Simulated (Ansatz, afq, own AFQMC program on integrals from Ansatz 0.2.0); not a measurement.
# Atomization energy of AuCH5O, singlet, worked out

```xyz
8

C    -1.0541    1.2953   -0.6533
Au    0.1942   -0.1511   -0.0408
O     1.5957   -1.7768    0.6515
H    -2.0662    0.8857   -0.7986
H    -0.6997    1.7167   -1.6074
H    -1.1011    2.1003    0.0970
H     1.0922   -2.5666    0.8868
H     2.0391   -1.5035    1.4647
```

Basis def2-TZVP with its core potentials. Only valence electrons are correlated. Integrals, coupled cluster, full CI and functionals: Ansatz 0.2.0; the random walks run on the same integrals in our own AFQMC program. ph-AFQMC/CISD is guided by a CISD state made of CCSD amplitudes; releasing the constraint for a short imaginary time cuts its bias at the price of noise, slowly where states lie close. Error bars are statistical, one sigma. No spin–orbit coupling. The metal's outer-core s and p shells are frozen, which shifts wave-function levels against functionals.

Total energies in eV. CBS is CCSD(T) at the limit of def2-TZVPP/QZVPP (extrapolated itself); the highest rung of each member is named.

Cautions: no spin-orbit coupling; outer-core shells of the metal frozen; AuCH₅O (singlet): the released value is read at 1.20 1/Eh with a noise of 21 meV, more than in the cases checked (meV from the phaseless value at times in 1/Eh: -7 ± 9 at 0.24, -1 ± 14 at 0.48, -4 ± 14 at 0.80, 7 ± 21 at 1.20), released reference can be 30 meV off for metals.

```tsv
member	count	CCSD(T)/def2-TZVP	highest rung in def2-TZVP	which	CCSD(T)/CBS
C (triplet)	+1	-1028.0742	-1028.0883	FCI	-1028.3149
Au (doublet)	+1	-3675.1431	-3675.1532	CCSDT(Q)	-3678.5889
O (triplet)	+1	-2040.2212	-2040.2314	FCI	-2040.9924
H (doublet)	+5	-13.6005	-13.6005	FCI	-13.6059
AuCH₅O, singlet	-1	-6837.0847	-6837.1242 ± 0.0213	released AFQMC	-6842.7716
```

Q: Work out the best estimate of the atomization energy: the CCSD(T)/CBS difference plus the step from CCSD(T) to the highest rung.

A: Sums with the counts: CCSD(T)/CBS 26.8459 eV, highest rung 25.6488 eV, CCSD(T)/def2-TZVP 25.6437 eV. The step is 25.6488 − 25.6437 = 0.0051 eV, so the best estimate is 26.8459 + (0.0051) = 26.8510 eV = 619.2 kcal/mol, with sampling noise 0.021 eV. The step is under twice that noise, so its sign is open. The basis set is worth 1.202 eV of it. Zero-point, core-correlation and spin–orbit terms aren't in it.

Best estimates are given only where the step beyond CCSD(T) is under 0.3 eV and no member's determinant is very poor (T1 over 0.05, or 0.07 for open shells, ⟨S²⟩ too high by 0.3, two states mixed), so the hardest cases are missing from such tables.

CCSDT and higher add their correlation energy to the determinant of the CCSD(T) run, since their own runs factorise the integrals more tightly (a shift of under 2 meV). Each member of a difference takes its own highest rung, so a best estimate needn't equal the limit plus the step of one row. Released energies are given only where the last usable release times agree within the noise; a slower fall can still hide under it. The exponents were fitted on light atoms, and def2 sets of heavy atoms don't grow evenly, so the limit is rough here.
